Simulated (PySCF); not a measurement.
**J couplings in N,N-dimethylformamide**

Geometry (Å), atoms numbered from 1 in this order:
```xyz
12

C     1.341    0.136    0.193
N    -0.076    0.150   -0.045
C    -0.762   -1.113    0.082
C    -0.760    1.260   -0.366
O    -1.949    1.316   -0.571
H     1.749    1.138    0.071
H     1.552   -0.210    1.209
H     1.839   -0.537   -0.511
H    -1.817   -0.942   -0.125
H    -0.363   -1.839   -0.630
H    -0.649   -1.509    1.094
H    -0.104    2.150   -0.427
```

Indirect spin–spin couplings were computed at B3LYP/pcJ-1 (spin–dipole term only in couplings to heteroatoms) (PySCF) on a GFN2-xTB structure, for the isolated molecule, without vibrational or relativistic corrections. Couplings are averaged over pairs made equivalent by symmetry, fast rotation or ring inversion, so a value needn't be that of the named pair in this geometry, while other rotamers aren't included; one pair stands for each set, and the list holds those of at least 1.5 Hz over up to four bonds, among pairs with at least one C or N or H atom (others weren't computed).

Isotopes: 13C, 1H, 17O, 15N. Couplings to quadrupolar nuclei such as 17O and 33S are rarely resolved in practice.

```csv
pair,bonds,J (Hz)
"C1, N2",1,-14.1
"C1, H6",1,141.0
"N2, C3",1,-12.9
"N2, C4",1,-17.5
"C3, H9",1,142.8
"C4, O5",1,27.3
"C4, H12",1,?
"C1, C3",2,2.7
"C1, C4",2,5.8
"N2, H12",2,?
"O5, H12",2,-7.7
"H6, H7",2,?
"H9, H10",2,-13.3
"C1, H9",3,3.9
"C1, H12",3,?
"C3, H6",3,?
"C3, H12",3,3.7
"C4, H6",3,4.3
"C4, H9",3,?
```

Q: Estimate the withheld couplings, with signs.

A: 
- 1J(C4,H12) = 192.0 Hz (bond length 1.107 Å, sp2 carbon)
- 2J(N2,H12) = -17.8 Hz (angle at C4 112°)
- 2J(H6,H7) = -13.0 Hz (mean over equivalent pairs that range from -13.9 to -11.2 Hz in this conformer)
- 3J(C1,H12) = 2.9 Hz (dihedral angle 0°)
- 3J(C3,H6) = 3.5 Hz (mean over equivalent pairs that range from 1.3 to 7.9 Hz in this conformer)
- 3J(C4,H9) = 2.6 Hz
